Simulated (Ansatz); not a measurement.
# SiH₅ (doublet): the correlation ladder at distance Si1–H5 along a hydrogen transfer = 1.575 Å, cc-pVDZ

Aim: climb from Hartree-Fock through coupled cluster and multireference methods for SiH₅ (doublet) at one geometry and basis, and see what each rung misses.

Method: cc-pVDZ, core rule «outside noble gas», up to 5 orbitals frozen; program: Ansatz 0.2.0, Gaussian basis.

To be run: UHF; CCSD(T) on ROHF; CCSD(T) on UHF; BCCD(T) on ROHF; CISD; CCSDT(Q) on ROHF; CCSDT(Q) on UHF; CCSDTQ on ROHF; CASSCF and MRCISD+Q, 3 electrons in 3 orbitals; CASSCF and NEVPT2, 3 electrons in 3 orbitals; CASSCF and MRCISD+Q, 9 electrons in 9 orbitals; CASSCF and NEVPT4(SD), 9 electrons in 9 orbitals; CASSCF and NEVPT2, 9 electrons in 9 orbitals.

### 1 What is computed

The geometry derives from fragments relaxed apart (PBE0/def2-TZVP) and kept rigid, so it is no stationary point. A hydrogen atom is moved between rigid fragments.

6 atoms, charge 0, spin multiplicity 2.

Atoms are counted from 1 here; the program's logs count them from 0.

Bond lengths: Si1–H2 1.485 Å, Si1–H3 1.485 Å, Si1–H4 1.485 Å, Si1–H5 1.575 Å. Angles: H2–Si1–H3 109.5°, H2–Si1–H4 109.5°, H2–Si1–H5 109.5°, H3–Si1–H4 109.5°, H3–Si1–H5 109.5°, H4–Si1–H5 109.5°.

### 2 UHF

in.yaml reads:

```yaml
crystal:
  periodic: [false, false, false]
  atoms:
    - {symbol: Si, position_ang: [-0.089775, 0.000000, 0.000000]}
    - {symbol: H, position_ang: [-0.584647, 1.399708, 0.000000]}
    - {symbol: H, position_ang: [-0.584646, -0.699854, 1.212183]}
    - {symbol: H, position_ang: [-0.584647, -0.699854, -1.212183]}
    - {symbol: H, position_ang: [1.485225, 0.000000, 0.000000]}
    - {symbol: H, position_ang: [2.770225, 0.000000, 0.000000]}
basis:
  gaussian: {orbitals: cc-pVDZ}
magnetization: {spin_polarized: true, initial_magnetization: 1}
hamiltonian: {xc: hf}
output: {orbitals: {seedname: orbitals}}
```

On the command line:

```bash
ansatz run in.yaml --threads 1 --pin off --events-out ev --progress --plain --max-ram 2816MiB --backend cpu
```

The runs that follow: CCSD(T) on ROHF; CCSD(T) on UHF; BCCD(T) on ROHF; CISD; CCSDT(Q) on ROHF; CCSDT(Q) on UHF; CCSDTQ on ROHF; CASSCF and MRCISD+Q, 3 electrons in 3 orbitals; CASSCF and NEVPT2, 3 electrons in 3 orbitals; CASSCF and MRCISD+Q, 9 electrons in 9 orbitals; CASSCF and NEVPT4(SD), 9 electrons in 9 orbitals; CASSCF and NEVPT2, 9 electrons in 9 orbitals.

Q: Predict the results of all the runs planned. Wanted: RCCSDTQ below the RHF energy; RMP2 from RCCSDTQ; UMP2 from RCCSDTQ; RCCSD from RCCSDTQ; RCCSD(T) from RCCSDTQ; UCCSD(T) from RCCSDTQ; RCCSDT(Q) from RCCSDTQ; UCCSDT(Q) from RCCSDTQ; NEVPT2 pair from RCCSDTQ.

The runs gave:

| quantity | value |
| --- | --- |
| RCCSDTQ below the RHF energy | -4.4080 eV |
| RMP2 from RCCSDTQ | +23.54 kcal/mol |
| UMP2 from RCCSDTQ | +23.24 kcal/mol |
| RCCSD from RCCSDTQ | +2.33 kcal/mol |
| RCCSD(T) from RCCSDTQ | +0.51 kcal/mol |
| UCCSD(T) from RCCSDTQ | +0.51 kcal/mol |
| RCCSDT(Q) from RCCSDTQ | +0.01 kcal/mol |
| UCCSDT(Q) from RCCSDTQ | +0.01 kcal/mol |
| NEVPT2 pair from RCCSDTQ | +22.54 kcal/mol |
| NEVPT2 valence from RCCSDTQ | +20.50 kcal/mol |
| NEVPT4(SD) valence from RCCSDTQ | +3.43 kcal/mol |
| levels within 1 kcal/mol (43 meV) | RCCSD(T), UCCSD(T), BCCD(T), RCCSDT, UCCSDT, RCCSDT(Q), UCCSDT(Q), MRCISD+Q valence |
| T1 diagnostic | 0.023 |
| effectively unpaired electrons | 1.02 |

**Reading.** RCCSD(T) lands +0.51 kcal/mol from the yardstick (0.5 % of the correlation energy). One determinant dominates. Of the multireference levels listed MRCISD+Q valence comes nearest in total energy (+0.54 kcal/mol), which doesn't show that its space is the better one. These misses are within one basis, not against nature; the frozen cores of restricted and unrestricted runs differ, which can shift their rows.
